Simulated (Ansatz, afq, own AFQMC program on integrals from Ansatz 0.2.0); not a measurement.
**Al₂H₂, triplet: AFQMC among the cluster methods**

```xyz
4

Al    0.0000   -0.1535    1.3084
Al    0.0000    0.1535   -1.3084
H     0.0000    1.1439    2.2825
H     0.0000   -1.1439   -2.2825
```

Connectivity, by distances: AlH–AlH.

Basis cc-pVDZ. Only valence electrons are correlated. Ansatz 0.2.0 and our own AFQMC program on the same integrals; the CISD trial comes from CCSD amplitudes, and released means the phaseless constraint is let go. Free AFQMC starts from the CCSD state and is never constrained. Its projection time is finite, and what remains of the start isn't in its error. Error bars are statistical, one sigma.

Determinant: ROHF, the one that the program's search chose, which needn't be the lowest solution. The geometry is a PBE0/def2-TZVP stationary point of this or a neighbouring charge and spin state.

No full CI on the walks' own integrals is used here; CCSDT(Q) serves as the reference and is uncertain by about the last step of the cluster series.

Cautions: another spin lies lower (by 781 meV); a spin-contaminated unrestricted determinant lies lower (UHF 316 meV lower, ⟨S²⟩ 2.15); the search met a lower determinant of the same kind, perhaps of another symmetry (246 meV lower), and this one is a saddle point; the released energies are still falling, so no released level is given (meV from the phaseless value at times in 1/Eh: -12 ± 12 at 0.24, -16 ± 11 at 0.51, -36 ± 10 at 0.99, -53 ± 9 at 1.62, -57 ± 11 at 2.40), though the last usable value meets CCSDT(Q) within the noise.

- T1 diagnostic: 0.0310
- weight of the determinant in the CISD state: 0.864
- size of the correlated space: 8 electrons in 36 orbitals

Reference: CCSDT(Q), correlation energy -4.137 eV.

```tsv
level	E − E(reference) (meV)	share of correlation (%)
HF	4137.2	0.00
MP2	1057.9	74.43
CCSD	210.8	94.90
CCSD(T)	59.9	98.55
CCSDT	10.0	99.76
ph-AFQMC/CISD	52.4 ± 9.2	98.73
free AFQMC	12.8 ± 10.0	99.69
```

Free projections are given only where their last times agree within the noise and don't stop above the reference; a slow remainder of the start can still hide under it. A walk keeps the symmetry of its determinant, which the program's search chose and which needn't be the lowest solution, so a lower state of the same spin and another symmetry isn't excluded.
